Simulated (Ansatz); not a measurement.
## AlH3⁺, quartet: reading a ladder of total energies

Geometry: that of the AlH3⁺, doublet, kept fixed. The doublet lies 5.7 eV lower here.

```xyz
4

Al    0.0000    0.0571    0.0000
H     0.0000    0.2262   -1.5512
H     0.0000    0.2262    1.5512
H     0.0000   -1.9820    0.0000
```

Basis aug-cc-pVDZ; Ansatz 0.2.0. Correlated methods freeze the noble-gas cores, which leaves 5 electrons in 49 orbitals. Prefix R: restricted or restricted open-shell reference; prefix U: unrestricted.

Full CI is exact within this basis and frozen core; it isn't the basis-set limit. The frozen core follows each run's orbitals, which can shift R against U totals by a few meV.

The cluster runs stand on a determinant 0.08 eV above the lowest UHF solution, chosen by trial CCSD; the correlation energy below is counted from it.

Runs differ by some tens of microhartree through their thresholds and, for an open shell, their frozen cores, so steps under 0.1 kcal/mol mean nothing.

| level | total energy (hartree) |
| --- | --- |
| UHF determinant under the cluster runs | -243.074202 |
| UMP2 | -243.123604 |
| UCCSD* | -243.146949 |
| UCCSD(T)* | -243.149045 |
| UCCSDT* | -243.149843 |
| UCCSDT(Q)* | -243.149907 |
| full CI | -243.149918 |

**Question.** What is the correlation energy at full CI, and what share of it do UMP2 and UCCSD(T) recover?

**Answer.** E(corr) = -243.149918 − (-243.074202) = -0.075716 hartree = -2.060 eV. UMP2: -0.049402 / -0.075716 = 65.25 %. UCCSD(T): -0.074843 / -0.075716 = 98.85 %.

**Question.** By how many kcal/mol does UCCSD(T) miss full CI (1 hartree = 627.509 kcal/mol), and which steps make up the rest?

**Answer.** -243.149045 − (-243.149918) = 0.000873 hartree = 0.55 kcal/mol. Steps: UCCSDT − UCCSD(T) = -0.50, UCCSDT(Q) − UCCSDT = -0.04, full CI − UCCSDT(Q) = -0.01 kcal/mol. That is within 1 kcal/mol of the reference in this basis, which itself misses far more of the correlation at the basis-set limit.

An asterisk marks runs whose energy the program itself flagged as in doubt.
